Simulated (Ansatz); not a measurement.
## SiO: state-averaged CASSCF

Calculated in Ansatz's Gaussian-basis code. State-averaged CASSCF with equal weights; occupations are averaged over the states; levels count from the state that is lowest in CASSCF. Solutions may break the symmetry of the shape. Lower solutions, or ones in other orbitals, may exist. The average may hold one member of a degenerate pair alone.

Geometry: bond length 1.5233 Å.

Basis cc-pVDZ, nonrelativistic, 6 orbitals frozen in the corrections; active space CAS(10,8). Averaged: 2 singlets.

CASSCF levels: singlet 0.00, singlet 5.96 eV.

Question: How does SC-NEVPT2 move them?

Answer: singlet 0.00, singlet 5.73 eV, in the same order of listing. The lowest state stays.
